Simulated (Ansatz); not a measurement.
Structure relaxation of KCd2

Theory: DFT PBE, scalar-relativistic, plane waves, PAW in Ansatz. Cutoff 420 eV, Γ-centred k mesh, Gaussian smearing, no spin polarisation in the final step.

KCd2 was placed on the MoSi2 (C11b) structure type (I4/mmm, No. 139), with K in place of Mo, Cd in place of Si, at a guessed volume.

```xyz
3
Lattice="-2.0241 2.0241 4.9653 2.0241 -2.0241 4.9653 2.0241 2.0241 -4.9653" Properties=species:S:1:pos:R:3 pbc="T T T"
K     0.0000    0.0000    0.0000
Cd    0.0000    0.0000    6.6039
Cd    0.0000    0.0000    3.3268
```

Cell and atoms relax at zero pressure; the relaxation can't lower the symmetry of the start. After a coarse first stage the cell is made exact in the group found at 0.06 Å.

Energies over the elements count from the elements' standard structures at the same level, with no empirical corrections.

Question: Which crystal results?

Answer: It keeps I4/mmm (No. 139). The result has the MoSi2 (C11b) structure. Conventional cell: a = 4.047 Å, c = 12.362 Å. K has 10 Cd at 3.64–3.83 Å and 4 K at 4.05 Å; around Cd lie 4 Cd at 3.07 Å.

```cif
data_structure
_symmetry_space_group_name_H-M 'I4/mmm'
_symmetry_Int_Tables_number 139
_cell_length_a 4.0468
_cell_length_b 4.0468
_cell_length_c 12.3619
_cell_angle_alpha 90.000
_cell_angle_beta 90.000
_cell_angle_gamma 90.000
_cell_volume 202.45
loop_
_atom_site_label
_atom_site_type_symbol
_atom_site_symmetry_multiplicity
_atom_site_Wyckoff_symbol
_atom_site_fract_x
_atom_site_fract_y
_atom_site_fract_z
_atom_site_occupancy
K1 K 2 a 0.00000 0.00000 0.00000 1
Cd1 Cd 4 e 0.50000 0.50000 0.20554 1
```

Question: What are its volume, energy, density and gap?

Answer: The volume per atom is 33.74 Å³ and the density is 4.33 g/cm³. The energy over the elements is -0.04 eV/atom and the gap on the 16×16×16 mesh is 0 eV (a metal).

The final run used a 16×16×16 mesh on its 3-atom cell and 0.10 eV smearing. The k mesh leaves about 4 meV/atom of noise in metals. A structure relaxed within its symmetry needn't be a true minimum. The steps took roughly 5 core-minutes in all.